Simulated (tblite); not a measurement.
Species: C4H8NO (doublet state).
Bonds: C1–C2, C2–C3, C3–C4, C4–N5, C4–O6 (double). Hydrogens: H7, H8, H9 on C1; H10, H11 on C2; H12 on C3; H13, H14 on N5.

The geometry is computed with GFN2-xTB (gas phase). This method treats the open shell by occupation alone, without spin polarisation.

Problem. List the bond lengths, angles and torsions at this level.

Solution. 
```tsv
bond	length (Å)	order
C1–C2	1.527	single
C2–C3	1.472	single
C3–C4	1.434	single
C4–N5	1.375	single
C4=O6	1.227	double
C1–H7, C1–H8, C1–H9	1.087	single
C2–H10, C2–H11	1.097	single
C3–H12	1.079	single
N5–H13	1.006	single
N5–H14	1.003	single
```

Bonds in one row agree within 0.01 Å and their mean is given. Orders are formal, as drawn. A selection of angles:
```tsv
angle	degrees
C2–C1–H7	110.3
C2–C1–H9	110.7
H7–C1–H8	108.5
H7–C1–H9	108.5
C1–C2–C3	113.2
C1–C2–H10	111.5
C1–C2–H11	108.2
C3–C2–H10	108.5
C3–C2–H11	108.8
H10–C2–H11	106.3
C2–C3–C4	120.9
C2–C3–H12	119.3
C4–C3–H12	119.9
C3–C4–N5	115.3
C3–C4–O6	123.9
N5–C4–O6	120.7
C4–N5–H13	117.5
C4–N5–H14	121.7
H13–N5–H14	118.3
```

Torsions: C1–C2–C3–C4 -145° (anticlinal); C2–C3–C4–N5 -178° (antiperiplanar). The mirror-image conformer, all signs reversed, is as good.

The 3 C–C bonds span 1.434 Å (C3–C4, drawn single in one of several resonance forms) to 1.527 Å (C1–C2, drawn single), a spread of 0.093 Å. N5 (nitrogen bonded to C and 2 H) is almost planar (angles 121.7°, 118.3° and 117.5°, sum 357.6°, 0.10 Å off the plane of its three neighbours). C4 (carbon bonded to C, N and O) is planar (angles 123.9°, 120.7° and 115.3°, sum 360.0°, 0.01 Å off the plane of its three neighbours). C3 (carbon bonded to 2 C and H) is planar (angles 120.9°, 119.9° and 119.3°, sum 360.0°, 0.00 Å off the plane of its three neighbours). Of the pairs four or more bonds apart, O6···H10 is among the closest relative to their van der Waals radii: 2.47 Å, 91 % of the sum of Bondi's values.

Point group: C1 (no symmetry element, even within 0.4 Å). Its GFN2-xTB frequencies are all real (lowest 41 cm⁻¹). Torsions: C1–C2–C3–C4 -145°, C2–C3–C4–N5 -178°, C3–C4–N5–H -174° and -12°.

Hardware: one thread of an Arm Neoverse V1, no GPU, shared host with 32 logical CPUs at a one-minute load of 22. Cost: 0.41 s. This is the geometry optimisation.
